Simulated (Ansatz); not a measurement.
1T (CdI2-type) TiTe₂, treated with r²SCAN+rVV10 (Ansatz, a first-principles code, PAW).

Input:

Ansatz 0.2 input:
```yaml
crystal:
  lattice:
    - [3.8316523522, 0.0, 0.0]
    - [-1.9158261761, 3.3183082755, 0.0]
    - [0.0, 0.0, 6.7016938325]
  atoms:
    - { symbol: Ti, position: [0.0, 0.0, 0.0] }
    - { symbol: Te, position: [0.3333333333, 0.6666666667, 0.2565669303] }
    - { symbol: Te, position: [0.6666666667, 0.3333333333, 0.7434330697] }
basis:
  ecutwfc: 560
  ecutrho_ratio: 4
  xc_grid: 3
kpoints:
  mp_grid: { grid: [18, 18, 10] }
hamiltonian:
  xc: r2scan
  dispersion: rvv10
  pseudopotentials: { kind: paw }
scf:
  occupations: { method: fermi_dirac, width: 0.05 }
output:
  forces: true
  stress: true
  eigenvalues: true
relax:
  f_tol: 0.004
  escape_saddle: false
  max_steps: 80
  cell: { stress_tol: 0.02, fix: [volume] }
```

Output (set-up and result lines):

```
Relaxation: its limit of steps is 80 (relax.max_steps)
Crystal: 3 atoms, lattice volume = 85.209 Å³
Basis set: ecut = 560 eV, 2599 PW (Γ), exchange–correlation on 90×90×162 points (27 copies of the dense FFT grid, shifted against one another)
Bands: 27, of which v1, the nominal top of the filled ones, is band 22 counted from 1 (21 counted from 0)
Symmetry: 12 space group operations
Space group: P-3m1 (ITA 164), of the structure as read, at distance tolerance 4.4e-5 Å
k-points: 330 of 3240
Functional: x = r2scan, c = r2scan + rvv10(b = 11.95, C = 0.0093); τ floored in thin density (d = 2e-4 eV/Å³)
SCF iter   1: F=—  HF=-16491.814402 eV  |F-HF|=—  |Δ(HF+E_count)|=         —  Δρ=2.32e-2  dr2=9.85e-1  dr2_τ=2.79e-2
SCF iter   2: F=—  HF=-16492.075043 eV  |F-HF|=—  |Δ(HF+E_count)|=   2.61e-1  Δρ=4.48e-2  dr2=3.89e0  dr2_τ=1.27e-1
  ...
SCF 1 converged in 8 iterations: F = -16491.759394 eV  dr2 = 6.37e-9
Crystal: 3 atoms, lattice volume = 85.209 Å³
Basis set: ecut = 560 eV, 2577 PW (Γ), exchange–correlation on 90×90×162 points (27 copies of the dense FFT grid, shifted against one another)
Initial density: handed on by an earlier stage of this run
SCF 2 converged in 7 iterations: F = -16491.731547 eV  dr2 = 5.28e-8
Crystal: 3 atoms, lattice volume = 85.209 Å³
SCF 3 converged in 10 iterations: F = -16491.774561 eV  dr2 = 1.16e-12
Crystal: 3 atoms, lattice volume = 85.209 Å³
SCF 4 converged in 6 iterations: F = -16491.774952 eV  dr2 = 5.81e-9
Crystal: 3 atoms, lattice volume = 85.209 Å³
Basis set: ecut = 560 eV, 2589 PW (Γ), exchange–correlation on 90×90×162 points (27 copies of the dense FFT grid, shifted against one another)
SCF 5 converged in 5 iterations: F = -16491.774994 eV  dr2 = 9.64e-9
Crystal: 3 atoms, lattice volume = 85.209 Å³
SCF iter   5: F=—  HF=-16491.775000 eV  |F-HF|=—  |Δ(HF+E_count)|=  5.78e-10  Δρ=3.06e-7  dr2=1.09e-10  dr2_τ=9.06e-12
SCF iter   6: F=-16491.775000 eV  HF=-16491.775000 eV  |F-HF|=3.64e-12  |Δ(HF+E_count)|=  3.64e-11  Δρ=4.53e-8  dr2=1.71e-12  dr2_τ=4.32e-14
SCF 6 converged in 6 iterations: F = -16491.775000 eV  dr2 = 1.71e-12
SCF converged after 6 iterations
Free energy (F): -16491.775000 eV
Internal energy: -16491.765064 eV  (E = F + TS)
E sigma→0 (E₀):  -16491.770032 eV
Fermi energy:    9.332518 eV
--- Forces (eV/Å), atoms counted from 1 ---
  atom   1  Ti     0.00000000    -0.00000000     0.00000000
  atom   2  Te     0.00000000    -0.00000000     0.00169101
  atom   3  Te     0.00000000     0.00000000    -0.00169101
--- Stress (GPa, compression-positive) ---
       -0.860903      -0.000000      -0.000000
       -0.000000      -0.860903      -0.000000
       -0.000000      -0.000000      -0.849029
  P = ⅓ Tr σ = -0.8569 GPa (-8.569 kbar)
```

The cell is one volume of an energy–volume scan, off the minimum.

The PAW data were made under PBE.

Note: the volume lies 6 % above that of the published cell.

The result took around 8 core-minutes (rough).
